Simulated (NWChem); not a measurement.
The numbers come from NWChem runs, not from measurements. System: B (+1), charge 1, spin multiplicity 1. Level: G0W0@PBE/def2-TZVPD, RI basis def2-tzvpd-rifit.

Job file:

```
start mol
memory heap 200 mb stack 700 mb global 1700 mb
charge 1
geometry units angstroms nocenter noautoz
  B      0.000000     0.000000     0.000000
  symmetry group D2h
end
basis spherical
  * library def2-tzvpd
end
basis "ri basis" bse spherical
  * library def2-tzvpd-rifit
end
dft
  xc xpbe96 cpbe96
  iterations 100
  direct
  tolerances tight
end
task dft energy
gw
  states alpha occ 4 vir 2
end
task dft gw
```

NWChem printed:

```
             Northwest Computational Chemistry Package (NWChem) 7.3.0
             --------------------------------------------------------

                                NWChem Input Module
                                -------------------

 Scaling coordinates for geometry "geometry" by  1.889725989
 (inverse scale =  0.529177249)

                             Geometry "geometry" -> ""
                             -------------------------

 Output coordinates in angstroms (scale by  1.889725989 to convert to a.u.)

  No.       Tag          Charge          X              Y              Z
 ---- ---------------- ---------- -------------- -------------- --------------
    1 B                    5.0000     0.00000000     0.00000000     0.00000000

 Effective nuclear repulsion energy (a.u.)       0.0000000000

            Nuclear Dipole moment (a.u.)
            ----------------------------
        X                 Y               Z
 ---------------- ---------------- ----------------
     0.0000000000     0.0000000000     0.0000000000

      Symmetry information
      --------------------

 Group name             D2h
 Group number             26
 Group order               8
 No. of unique centers     1

      Symmetry unique atoms

     1


 Summary of "ao basis" -> "" (spherical)
 ------------------------------------------------------------------------------
       Tag                 Description            Shells   Functions and Types
 ---------------- ------------------------------  ------  ---------------------
 *                         def2-tzvpd                 on all atoms

 new library libraries.bse/

 Summary of "ri basis" -> "" (spherical)
 ------------------------------------------------------------------------------
       Tag                 Description            Shells   Functions and Types
 ---------------- ------------------------------  ------  ---------------------
 *                      def2-tzvpd-rifit              on all atoms

  pbe96 is a nonlocal functional; adding pw91lda local functional.

                                 NWChem DFT Module
                                 -----------------

 Summary of "ao basis" -> "ao basis" (spherical)
 ------------------------------------------------------------------------------
       Tag                 Description            Shells   Functions and Types
 ---------------- ------------------------------  ------  ---------------------
 B                         def2-tzvpd               13       37   6s3p3d1f

 Summary of "ao basis" -> "ao basis" (spherical)
 ------------------------------------------------------------------------------
       Tag                 Description            Shells   Functions and Types
 ---------------- ------------------------------  ------  ---------------------
 B                         def2-tzvpd               13       37   6s3p3d1f

      Symmetry analysis of basis
      --------------------------

        ag         12
        au          1
        b1g         3
        b1u         5
        b2g         3
        b2u         5
        b3g         3
        b3u         5

            General Information
            -------------------
          SCF calculation type: DFT
          Wavefunction type:  closed shell.
          No. of atoms     :     1
          No. of electrons :     4
           Alpha electrons :     2
            Beta electrons :     2
          Charge           :     1
          Spin multiplicity:     1
          Use of symmetry is: on ; symmetry adaption is: on
[...]
 !! scf_movecs_sym_adapt:   26 vectors were symmetry contaminated

  Symmetry fudging

 !! scf_movecs_sym_adapt:   22 vectors were symmetry contaminated

 d= 0,ls=0.0,diis     2    -24.2913568874 -7.70D-03  1.05D-03  7.31D-03     0.1

 !! scf_movecs_sym_adapt:   31 vectors were symmetry contaminated

  Symmetry fudging

 !! scf_movecs_sym_adapt:   24 vectors were symmetry contaminated

 d= 0,ls=0.0,diis     3    -24.2915339095 -1.77D-04  7.10D-05  1.53D-06     0.1

 !! scf_movecs_sym_adapt:   31 vectors were symmetry contaminated

  Symmetry fudging

 !! scf_movecs_sym_adapt:   27 vectors were symmetry contaminated

 d= 0,ls=0.0,diis     4    -24.2915341494 -2.40D-07  5.47D-06  3.04D-08     0.2

         Total DFT energy =      -24.291534149365
      One electron energy =      -30.373642473456
           Coulomb energy =        9.627559069064
    Exchange-Corr. energy =       -3.545450744973
 Nuclear repulsion energy =        0.000000000000

 Numeric. integr. density =        3.999999999708

     Total iterative time =      0.1s

                  Occupations of the irreducible representations
                  ----------------------------------------------

                     irrep           alpha         beta
                     --------     --------     --------
                     ag                2.0          2.0
                     au                0.0          0.0
                     b1g               0.0          0.0
                     b1u               0.0          0.0
                     b2g               0.0          0.0
                     b2u               0.0          0.0
                     b3g               0.0          0.0
                     b3u               0.0          0.0

                       DFT Final Molecular Orbital Analysis
                       ------------------------------------

 Vector    1  Occ=2.000000D+00  E=-7.107951D+00  Symmetry=ag
              MO Center= -4.2D-24,  2.5D-23,  9.4D-26, r^2= 4.1D-02
   Bfn.  Coefficient  Atom+Function         Bfn.  Coefficient  Atom+Function
  ----- ------------  ---------------      ----- ------------  ---------------
     2      0.581890  1 B  s                  1      0.494885  1 B  s
     3      0.036818  1 B  s                  4     -0.030351  1 B  s

 Vector    2  Occ=2.000000D+00  E=-7.164443D-01  Symmetry=ag
              MO Center=  2.1D-39, -1.2D-38, -4.7D-41, r^2= 1.1D+00
   Bfn.  Coefficient  Atom+Function         Bfn.  Coefficient  Atom+Function
  ----- ------------  ---------------      ----- ------------  ---------------
     3      0.578903  1 B  s                  4      0.502226  1 B  s
     2     -0.257915  1 B  s                  1     -0.130225  1 B  s
     5      0.031998  1 B  s

 Vector    3  Occ=0.000000D+00  E=-4.910551D-01  Symmetry=b2u
              MO Center= -6.4D-31, -2.5D-23,  9.1D-33, r^2= 1.2D+00
   Bfn.  Coefficient  Atom+Function         Bfn.  Coefficient  Atom+Function
  ----- ------------  ---------------      ----- ------------  ---------------
     8      0.579550  1 B  py                11      0.465941  1 B  py
    14      0.097586  1 B  py

 Vector    4  Occ=0.000000D+00  E=-4.910551D-01  Symmetry=b3u
              MO Center=  4.2D-24, -1.3D-33,  2.3D-33, r^2= 1.2D+00
   Bfn.  Coefficient  Atom+Function         Bfn.  Coefficient  Atom+Function
  ----- ------------  ---------------      ----- ------------  ---------------
     7      0.579550  1 B  px                10      0.465941  1 B  px
    13      0.097586  1 B  px

 Vector    5  Occ=0.000000D+00  E=-4.910551D-01  Symmetry=b1u
              MO Center= -1.2D-32,  1.6D-32, -9.4D-26, r^2= 1.2D+00
   Bfn.  Coefficient  Atom+Function         Bfn.  Coefficient  Atom+Function
  ----- ------------  ---------------      ----- ------------  ---------------
     9      0.579550  1 B  pz                12      0.465941  1 B  pz
    15      0.097586  1 B  pz

 Task  times  cpu:        0.1s     wall:        0.1s

                                NWChem Input Module
                                -------------------

                                 NWChem GW Module
                                 ----------------

                             ***********************
                             ***        GW       ***
                             ***********************

 Summary of "ri basis" -> "ri basis" (spherical)
 ------------------------------------------------------------------------------
       Tag                 Description            Shells   Functions and Types
 ---------------- ------------------------------  ------  ---------------------
 B                      def2-tzvpd-rifit            26       92   9s7p5d4f1g

                 Memory Information
                 ------------------
          Available GA per process is          1700.0 MBs
          Available stack per process is        700.0 MBs
          Available heap per process is           0.0 MBs

          Peak memory in Initialization
              Peak GA per process is                  0.2 MBs
              Peak stack per process is               0.0 MBs
              Peak heap per process is                0.2 MBs
              Memory not in MA per process            0.0 MBs

          Peak memory in AFF Calculation
              Peak GA per process is                  0.2 MBs
              Peak stack per process is               0.0 MBs
              Peak heap per process is                0.0 MBs
              Memory not in MA per process            0.0 MBs

          Computing 2-center integrals
          Computing Inverse Cholesky factor
          Computing 3-center integrals
          Computing V_xc ...

          Computing Sigma_x
          Computing RPA polarizability
          Solving quasiparticle equations

                  Alpha Orbitals
          State     Energy (eV)     Error (eV)
          -----------------------------------
@GW         1       -207.241           0.001
@GW         2        -24.768           0.004
@GW         3         -8.440           0.003
@GW         4         -8.440           0.003

   Applying   4.9223 eV scissor-shift to rest of hole states

     GW Timing Statistics
   ------------------------
   Init.   :          0.0s
     ERIs  :          0.0s
     Distr.:          0.0s
     Vxc   :          0.0s
   Sigma_x :          0.0s
   RPA     :          0.0s
   Wmn     :          0.0s
   Sigma_c :          0.0s
   GW total:          0.1s

 Task  times  cpu:        0.1s     wall:        0.1s

 Total times  cpu:        0.2s     wall:        0.2s
```
